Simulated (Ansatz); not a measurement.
# Structure relaxation of MgMo

All numbers below come from Ansatz, DFT PBE, scalar-relativistic, plane waves, PAW. Cutoff 420 eV, Γ-centred k mesh, Gaussian smearing, no spin polarisation in the final step.

MgMo was placed on the caesium chloride structure type (Pm-3m, No. 221), with Mg in place of Cs, Mo in place of Cl, at a guessed volume.

```yaml
crystal:
  lattice:
    - [3.24833, 0.00000, 0.00000]
    - [0.00000, 3.24833, 0.00000]
    - [0.00000, 0.00000, 3.24833]
  atoms:
    - { symbol: Mg, position: [0.00000, 0.00000, 0.00000] }
    - { symbol: Mo, position: [0.50000, 0.50000, 0.50000] }
```

Cell and atoms relax at zero pressure; the relaxation can't lower the symmetry of the start.

Formation energies are uncorrected and refer to the elements' standard structures at the same level.

Question: Describe the relaxed structure.

Answer: It keeps Pm-3m (No. 221). The result has the caesium chloride structure. Conventional cell: a = 3.243 Å. Mg is coordinated by 8 Mo at 2.81 Å and 6 Mg at 3.24 Å; Mo is coordinated by 8 Mg at 2.81 Å and 6 Mo at 3.24 Å.

Space group Pm-3m (No. 221). a = 3.243 Å, b = 3.243 Å, c = 3.243 Å, α = 90.00°, β = 90.00°, γ = 90.00°
| atom | site | symmetry | x | y | z |
| --- | --- | --- | --- | --- | --- |
| Mg | 1a | m-3m | 0.0000 | 0.0000 | 0.0000 |
| Mo | 1b | m-3m | 0.5000 | 0.5000 | 0.5000 |

Question: What are its volume, energy, density and gap?

Answer: The volume per atom is 17.05 Å³. The density is 5.86 g/cm³ and the energy over the elements is 0.86 eV/atom. The gap on the 18×18×18 mesh is 0 eV (a metal).

The final run used a 18×18×18 mesh on its 2-atom cell and 0.10 eV smearing. The k mesh leaves about 4 meV/atom of noise in metals. Symmetry constrained the relaxation, so the result can be a saddle point.

Cost: 2 runs of about 0.23 core-minutes in all, on Intel Xeon 6975P-C (Granite Rapids) (shared hosts).